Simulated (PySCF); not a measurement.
Molecule: SMILES C=CC(=O)OC, C4H6O2.

Mapped SMILES: `[CH2:1]=[CH:2][C:3](=[O:4])[O:5][CH3:6]` (H(Xn): hydrogen on atom n). Ha(C1) is cis to C3; Hb(C1) is trans to C3.

Geometry PBE0-D3(BJ)/def2-SVP throughout; GIAO in PySCF 2.14, gas phase, one conformer, non-relativistic; equivalent atoms averaged; functional PBE0.

Question: How do the shifts δ (against TMS, H2O at the same level) depend on the basis set? (a selection of nuclei; ppm; last column core-seconds on shared hosts with different chips, so compare them loosely)

Answer: 
```csv
basis set,functions,C3,C2,C6,O4,O5,Ha(C1),H(C2),Hb(C1),H(C6),core-s
STO-3G,36,114.0,108.9,47.8,406.4,102.5,6.42,6.29,5.75,2.74,4.6
6-31G,66,161.0,127.5,48.9,381.5,166.4,7.28,6.52,6.23,3.81,8.4
pcSseg-0,66,181.6,143.1,54.4,450.9,188.6,7.39,6.38,6.44,4.01,7.8
6-31G*,96,154.9,123.3,49.1,353.1,157.1,6.78,6.02,5.87,3.55,12
def2-SVP,114,160.4,128.2,48.6,383.0,177.3,6.83,6.00,5.89,3.41,14
cc-pVDZ,114,161.2,129.1,49.0,381.2,180.0,6.83,6.01,5.91,3.51,17
pcSseg-1,132,170.2,135.7,51.9,406.6,192.1,6.95,6.17,6.12,3.66,11
aug-cc-pVDZ,192,164.9,128.6,49.1,363.3,174.3,7.13,6.47,6.15,3.73,33
"6-311+G(2d,p)",198,168.4,133.7,50.7,381.0,183.1,7.02,6.39,6.04,3.61,31
def2-TZVP,222,170.1,135.1,51.8,390.6,188.1,7.02,6.39,6.04,3.56,38
cc-pVTZ,264,169.1,133.8,51.1,391.9,187.0,7.00,6.36,6.04,3.59,53
IGLO-III,270,173.0,138.4,52.6,391.7,187.8,7.02,6.39,6.06,3.64,50
pcSseg-2,300,174.6,139.5,53.3,394.8,188.4,7.05,6.41,6.10,3.61,40
```

Question: Which nucleus among those listed moves most, in ppm?

Answer: O4 (ester carbonyl oxygen): from 353.1 ppm with 6-31G* to 450.9 ppm with pcSseg-0. The smallest spread is 0.52 ppm, at H(C2). Proton shifts span only some 12 ppm, so a few tenths of a ppm matter as much there as several ppm in carbon.

Question: Taking the largest basis, pcSseg-2 (300 functions), as the yardstick, rank the others by their worst heavy-atom deviation.

Answer: IGLO-III 3.1 ppm (270 functions), def2-TZVP 4.5 ppm (222 functions), cc-pVTZ 5.6 ppm (264 functions), pcSseg-1 11.7 ppm (132 functions), cc-pVDZ 13.6 ppm (114 functions), 6-311+G(2d,p) 13.8 ppm (198 functions), def2-SVP 14.2 ppm (114 functions), 6-31G 22.0 ppm (66 functions), aug-cc-pVDZ 31.5 ppm (192 functions), 6-31G* 41.7 ppm (96 functions), pcSseg-0 56.1 ppm (66 functions), STO-3G 85.9 ppm (36 functions).

A small basis that lands close on one nucleus may do so by chance; judge by the trend and by all nuclei.
